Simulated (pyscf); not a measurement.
This saddle point was located with ωB97X-D3(BJ)/def2-SVP in PySCF.

```
B
F 1 1.3320
F 1 1.3418 2 119.16
O 1 1.4965 2 115.31 3 141.92
H 4 0.9668 1 111.82 2 -139.14
H 4 1.2769 5 115.38 1 82.50
F 6 1.1200 4 127.40 5 -109.76
```
Charge 0, spin multiplicity 1.

Surface: singlet, charge 0. Lowest wavenumbers (cm⁻¹): 1011i, 283, 372, 398, 451.

Task: What reaction is this the transition state of?

Result: F–B(F)–F + H₂O ⇌ HF + HO–B(F)–F, a four-centre exchange read from left to right: B–F, H–O broken and F–H, B–O formed. At CCSD(T)/def2-TZVPP + ΔMP2(QZVPP) it lies +75.1 kJ/mol from the left side and +65.3 kJ/mol from the right (each side as separated species at their lowest minima found). On the reactant side the descent ends in an adduct with a B–O contact, 43.0 kJ/mol under the separated species and 108.2 kJ/mol under the saddle at ωB97X-D3(BJ)/def2-TZVP. What is counted as formed (B–O) is already present as a longer contact in the reactant adduct; forming that adduct is a step of its own. At ωB97X-D3(BJ) the barrier from the zero used here is 65.2 kJ/mol. This is the saddle that the search found; another between the same sides may lie lower. The CCSD(T) − MP2 part came from Ansatz, without density fitting, on the same reference.
